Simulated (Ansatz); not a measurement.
Geometry optimisation, RKS B3LYP/6-31G* (Ansatz).

Input:

```yaml
crystal:
  periodic: [false, false, false]
  atoms:
    - { symbol: Si, position_ang: [0.214009, 0.000462, -0.065411] }
    - { symbol: H, position_ang: [0.190587, -0.000295, 1.411804] }
    - { symbol: "N", position_ang: [1.788374, 0.000201, -0.783866] }
    - { symbol: H, position_ang: [2.361717, -0.834364, -0.749472] }
    - { symbol: H, position_ang: [2.363376, 0.833546, -0.74735] }
    - { symbol: H, position_ang: [-0.489233, 1.231485, -0.49421] }
    - { symbol: H, position_ang: [-0.489978, -1.229608, -0.495637] }
    - { symbol: Cl, position_ang: [-2.819663, -0.000136, 1.335493] }
    - { symbol: H, position_ang: [-1.606389, -0.00129, 1.892849] }
basis:
  gaussian: { orbitals: "6-31G*" }
hamiltonian:
  xc: b3lyp
relax:
  f_tol: 0.03
  max_steps: 50
output:
  orbitals: {}
```

Launched with:

```bash
$ ansatz run input.yaml --threads 1 --pin off --max-ram 2048MiB --backend cpu --events-out ev --progress --plain --runs-dir out
```

Where does it end, and by what steps?

The run converged. The force dipped under the threshold on the way, but the program's further checks kept it going. After 22 steps the energy has fallen by 0.159 eV; Cl8 moved furthest, 1.48 Å.

| step | energy less start (eV) | largest force component (eV/Å) | accepted |
| --- | --- | --- | --- |
| 0 | 0.0000 | 0.978 | yes |
| 1 | -0.0750 | 0.780 | yes |
| 2 | -0.0796 | 1.199 | yes |
| 3 | -0.1204 | 0.371 | yes |
| 4 | -0.1292 | 0.063 | yes |
| 5 | -0.1402 | 0.045 | yes |
| 6 | -0.1391 | 0.576 | no |
| 7 | -0.1448 | 0.018 | yes |
| 8 | -0.1477 | 0.125 | yes |
| 9 | -0.1499 | 0.260 | yes |
| 10 | -0.1287 | 0.909 | no |
| 11 | -0.1537 | 0.057 | yes |
| 12 | -0.1551 | 0.012 | yes |
| 13 | -0.1552 | 0.235 | yes |
| 14 | -0.1560 | 0.152 | yes |
| 15 | -0.1572 | 0.006 | yes |
| 16 | -0.1578 | 0.034 | yes |
| 17 | -0.1573 | 0.179 | no |
| 18 | -0.1583 | 0.033 | yes |
| 19 | -0.1585 | 0.063 | yes |
| 20 | -0.1586 | 0.057 | yes |
| 21 | -0.1566 | 0.165 | no |
| 22 | -0.1589 | 0.022 | yes |

```xyz
9
Properties=species:S:1:pos:R:3
Si 0.226 0.000 -0.570
H -0.438 -0.002 0.782
N 1.956 0.000 -0.577
H 2.458 -0.833 -0.295
H 2.458 0.833 -0.293
H -0.247 1.227 -1.259
H -0.247 -1.225 -1.262
Cl -2.816 0.000 2.817
H -1.838 -0.001 1.963
```

Whether the end is a true minimum wasn't checked by a vibrational analysis.

Run time: 50 s on 1 thread of Arm Neoverse V2, on a shared host, peak memory 0.13 GiB.
